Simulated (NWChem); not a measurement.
**A calculation on O₂ (-1)**

```
O
O 1 1.3211
```
Charge -1, spin multiplicity 2.

All runs are NWChem calculations. Structure: optimised with UPBE0/def2-SVP, a minimum by its harmonic frequencies.

The correlated methods keep 2 core orbitals frozen. The structure started from a generated list of species. The unpaired electrons of the parent sit in orbitals of symmetry b3g (D2h labels of the run); other states weren't searched. The anion's geometry comes from a basis without diffuse functions. No SCF solution was tested for a lower state.

Worked example. A B2PLYP run in aug-cc-pVDZ ends its self-consistent part (53 % exact exchange, 47 % B88, 73 % LYP) at -150.11628 Ha, and second-order perturbation theory on those orbitals gives -0.49598 Ha unscaled.

The perturbative term enters with the weight 0.27: -150.11628 + 0.27·(-0.49598) = -150.25019 Ha is the total energy.
